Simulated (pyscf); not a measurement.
HO–AlH–O–SiH₃ (SMILES [OH][AlH][O][SiH3]) + H₂ (SMILES [H][H]) → HO–AlH₂ (SMILES [OH][AlH2]) + HO–SiH₃ (SMILES O[SiH3]) (four-centre exchange; singlet surface; Al–O, H–H broken, Al–H, H–O formed). Structures and frequencies: ωB97X-D3(BJ)/def2-SVP in PySCF. Energies in kJ/mol from the separated reactants.

| level | barrier | reaction energy |
|---|---|---|
| ωB97X-D3(BJ)/def2-TZVP | 119.1 | +151.0 |
| PBE/def2-TZVP | 102.4 | +138.3 |
| B3LYP-D3(BJ)/def2-TZVP | [?] | [?] |
| PBE0-D3(BJ)/def2-TZVP | 106.0 | +142.1 |
| ωB97M-D3(BJ)/def2-TZVP | 121.8 | +146.3 |
| HF/def2-TZVP | [?] | +143.6 |

Q: Some entries are withheld; supply them.

A: 
- B3LYP-D3(BJ)/def2-TZVP, barrier: 120.8
- B3LYP-D3(BJ)/def2-TZVP, reaction energy: +151.6
- HF/def2-TZVP, barrier: 170.4

On the product side the descent ends in an adduct with a Al–O contact (not fully relaxed), 93.1 kJ/mol under the separated species and 61.2 kJ/mol under the saddle at ωB97X-D3(BJ)/def2-TZVP. At ωB97X-D3(BJ)/def2-TZVP, PBE, B3LYP-D3(BJ), PBE0-D3(BJ), ωB97M-D3(BJ) the saddle lies under the separated products, which points to a path from their complex (located at ωB97X-D3(BJ) alone), and parting the products costs more than the saddle. What is counted as broken (Al–O) persists as a longer contact in the product adduct; parting that adduct is a step of its own. At the saddle there is also a short Al–H contact that neither side keeps. This is the saddle that the search found; another between the same sides may lie lower.
